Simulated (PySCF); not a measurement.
# Stretching NaSi

Set-up: Na x2c-TZVPPall, Si x2c-TZVPPall; spin-free X2C with a Gaussian nucleus (PySCF 2.14). Energies in eV from Na + Si in their ground configurations at the same level. State: ⁴Σ⁻ (quartet), unpaired electrons σ ↑, π ↑↑.

```tsv
R (Å)	UHF-CCSD	r²SCAN	B97-3	PW91
2.324		-1.235	-1.033	-1.152
2.432	-1.186	-1.421	-1.215	-1.328
2.540	-1.290	-1.526	-1.316	-1.426
2.621	-1.326	-1.564	-1.352	-1.462
2.702	-1.337	-1.576	-1.362	-1.474
2.783	-1.326	-1.567	-1.351	-1.466
2.891	-1.288	-1.532	-1.313	-1.434
3.026	-1.213	-1.461	-1.239	-1.369
3.188	-1.097	-1.353	-1.128	-1.270
3.405		-1.194	-0.964	-1.124
```

Problem. Put a parabola through the three lowest points of the UHF-CCSD curve and estimate Re, k and ωe (reduced mass 12.62 u; 1 eV/Å² = 0.16022 mdyn/Å; ωe = 1302.8·√(k/μ) cm⁻¹).

Solution. Through R = 2.621, 2.702, 2.783 Å the second-order coefficient is 1.68 eV/Å², so Re ≈ 2.702 Å, k ≈ 0.537 mdyn/Å and ωe ≈ 269 cm⁻¹. A polynomial fit of higher order to the unrounded UHF-CCSD energies gives Re = 2.699 Å, k = 0.508 mdyn/Å, ωe = 261 cm⁻¹; anharmonicity and rounding make the difference.

The higher-order fit for each curve: UHF-CCSD: Re = 2.699 Å, ωe = 261 cm⁻¹, De = 1.34 eV; r²SCAN: Re = 2.704 Å, ωe = 257 cm⁻¹, De = 1.58 eV; B97-3: Re = 2.697 Å, ωe = 260 cm⁻¹, De = 1.36 eV; PW91: Re = 2.707 Å, ωe = 248 cm⁻¹, De = 1.47 eV.

Correlated steps freeze 6 core orbitals. The state is the lowest determinant that a PBE0 search found; another state may lie lower at other levels.
